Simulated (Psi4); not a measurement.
**CH4BO (SMILES [BH]OC) at UB3LYP/aug-cc-pVDZ (sweep point 5)**

Aim: the vertical doublet–quartet gap of CH4BO at UB3LYP/aug-cc-pVDZ (sweep point 5), from 2 runs. 

The calculation is run with Psi4 1.11.

4 further runs of the same task are left out: 4 set aside as unsound or not needed.

### 1 The molecule

CH4BO has 7 atoms, charge 0, and is taken as a doublet. SMILES: `[BH]OC`. The shape is that of a PBE0-D4/def2-TZVP optimisation. This is one conformer, not always the lowest.

Bond lengths: B1–O2 1.320 Å, O2–C3 1.426 Å, B1–H4 1.207 Å, C3–H5 1.093 Å, C3–H6 1.090 Å, C3–H7 1.090 Å. Angles: B1–O2–C3 124.1°, O2–B1–H4 124.7°, O2–C3–H5 110.9°, O2–C3–H6 108.4°, O2–C3–H7 108.4°, H5–C3–H6 109.9°, H5–C3–H7 109.9°, H6–C3–H7 109.2°.

### 2 The energy at UB3LYP/aug-cc-pVDZ (sweep point 5)

input.in

```
memory 1600 mb

molecule {
  0 2
  B     -1.319600    -1.025700    -0.172900
  O     -0.272400    -0.707100     0.564500
  C      0.642200     0.338600     0.243900
  H     -1.628500    -0.474200    -1.201600
  H      0.357800     0.834000    -0.687600
  H      0.643000     1.059300     1.062300
  H      1.638900    -0.092800     0.145600
  symmetry c1
}

set basis aug-cc-pVDZ
set reference uks
set puream true
set scf_type pk
set dft_radial_points 99
set dft_spherical_points 590
set d_convergence 1e-06
set e_convergence 1e-06
set maxiter 150

e, wfn = energy("b3lyp", return_wfn=True)
print_variables()
```

Started as:

```bash
psi4 input.in input.out -n 1
```

input.out:

```text
[...]
  Running in c1 symmetry.
[...]
  Nuclear repulsion =   64.636182110939899
[...]
  Multiplicity = 2
[...]
  Nalpha       = 12
  Nbeta        = 11
[...]
    Number of basis functions: 105
[...]
   @UKS iter   1:  -140.29984569218058   -4.12865e-01   6.86797e-03 DIIS/ADIIS
[...]
   @UKS iter   9:  -140.55258901429534   -2.00529e-08   3.26189e-07 DIIS
[...]
   @S^2 Observed:                7.521284823E-01
[...]
    Orbital Energies [Eh]
    ---------------------
    Alpha Occupied:
       1A    -19.189198     2A    -10.253571     3A     -6.794640
       4A     -1.067368     5A     -0.726127     6A     -0.551920
       7A     -0.487420     8A     -0.479350     9A     -0.424092
      10A     -0.357065    11A     -0.347611    12A     -0.192012
    Alpha Virtual:
      13A     -0.031322    14A     -0.010137    15A      0.017072
      16A      0.022746    17A      0.026067    18A      0.033447
      19A      0.046722    20A      0.056954    21A      0.069086
      22A      0.086440    23A      0.097593    24A      0.101274
      25A      0.114682    26A      0.137471    27A      0.138607
[...]
  @UKS Final Energy:  -140.55258901429534
   => Energetics <=
    Nuclear Repulsion Energy =             64.6361821109398988
    One-Electron Energy =                -317.5142874408758757
    Two-Electron Energy =                 128.1366674390939409
    DFT Exchange-Correlation Energy =     -15.8111511234532820
    Empirical Dispersion Energy =           0.0000000000000000
    VV10 Nonlocal Energy =                  0.0000000000000000
    Total Energy =                       -140.5525890142953074
[...]
 Multipole Moments:
 ------------------------------------------------------------------------------------
     Multipole            Electronic (a.u.)      Nuclear  (a.u.)        Total (a.u.)
 ------------------------------------------------------------------------------------
 L = 1.  Multiply by 2.5417464519 to convert [e a0] to [Debye]
 Dipole X            :         -2.2480680            2.8663415            0.6182735
 Dipole Y            :         -2.6650530            3.3377730            0.6727200
 Dipole Z            :          0.9069341           -1.0806841           -0.1737500
 Magnitude           :                                                    0.9300556
[...]
```

Run time: 32 s. Hardware: 1 thread of Intel Xeon Platinum 8375C at 2.90GHz (Ice Lake), shared host; peak memory 0.68 GiB.

### 3 The quartet at the same level

input.inp

```
memory 1600 mb

molecule {
  0 4
  B     -1.319600    -1.025700    -0.172900
  O     -0.272400    -0.707100     0.564500
  C      0.642200     0.338600     0.243900
  H     -1.628500    -0.474200    -1.201600
  H      0.357800     0.834000    -0.687600
  H      0.643000     1.059300     1.062300
  H      1.638900    -0.092800     0.145600
  units angstrom
  symmetry c1
}

set globals {
  basis aug-cc-pVDZ
  reference uks
  puream true
  scf_type pk
  dft_radial_points 99
  dft_spherical_points 590
  d_convergence 1e-06
  e_convergence 1e-06
  maxiter 150
}

E = energy("b3lyp")
```

Started as:

```bash
psi4 -n 1 input.inp input.out
```

input.out:

```text
[...]
  Running in c1 symmetry.
[...]
  Nuclear repulsion =   64.636182110939899
[...]
  Multiplicity = 4
[...]
  Nalpha       = 13
  Nbeta        = 10
[...]
    Number of basis functions: 105
[...]
   @UKS iter   1:  -140.08910820571415   -2.02128e-01   5.29961e-03 ADIIS/DIIS
[...]
   @UKS iter  13:  -140.29647107087661    2.63694e-08   1.15564e-07 DIIS
[...]
   @S^2 Observed:                3.755397345E+00
[...]
    Orbital Energies [Eh]
    ---------------------
    Alpha Occupied:
       1A    -19.332153     2A    -10.325832     3A     -6.743000
       4A     -1.193421     5A     -0.810915     6A     -0.635014
       7A     -0.602122     8A     -0.570471     9A     -0.473229
      10A     -0.454493    11A     -0.380500    12A     -0.173406
      13A     -0.104916
    Alpha Virtual:
      14A     -0.035750    15A     -0.006493    16A      0.002540
      17A      0.012235    18A      0.033610    19A      0.044491
      20A      0.047110    21A      0.056317    22A      0.074124
      23A      0.076236    24A      0.077745    25A      0.101237
[...]
  @UKS Final Energy:  -140.29647107087661
   => Energetics <=
    Nuclear Repulsion Energy =             64.6361821109398988
    One-Electron Energy =                -315.9810963872951675
    Two-Electron Energy =                 126.8062028265433128
    DFT Exchange-Correlation Energy =     -15.7577596210646398
    Empirical Dispersion Energy =           0.0000000000000000
    VV10 Nonlocal Energy =                  0.0000000000000000
    Total Energy =                       -140.2964710708766063
[...]
 Multipole Moments:
 ------------------------------------------------------------------------------------
     Multipole            Electronic (a.u.)      Nuclear  (a.u.)        Total (a.u.)
 ------------------------------------------------------------------------------------
 L = 1.  Multiply by 2.5417464519 to convert [e a0] to [Debye]
 Dipole X            :         -0.7371734            2.8663415            2.1291682
 Dipole Y            :         -1.9811532            3.3377730            1.3566198
 Dipole Z            :          1.6891135           -1.0806841            0.6084294
 Magnitude           :                                                    2.5969137
[...]
```

Run time: 43 s. Hardware: 1 thread of Intel Xeon Platinum 8375C at 2.90GHz (Ice Lake), shared host; peak memory 0.68 GiB.

### 4 Outcome

At UB3LYP/aug-cc-pVDZ (sweep point 5):

| quantity | value |
| --- | --- |
| doublet: total energy | -140.55259 Eh |
| doublet: dipole moment | 2.36 D |
| doublet: HOMO energy (highest over α and β) | -5.22 eV |
| doublet: LUMO energy (lowest over α and β) | -1.49 eV |
| doublet: ⟨S²⟩ | 0.752 |
| quartet: total energy | -140.29647 Eh |
| quartet: dipole moment | 6.60 D |
| quartet: HOMO energy (highest over α and β) | -2.85 eV |
| quartet: ⟨S²⟩ | 3.755 |
| vertical energy of the quartet above the doublet | 6.969 eV |

**Reading.** At this shape the quartet lies 6.97 eV (161 kcal/mol) above the doublet.
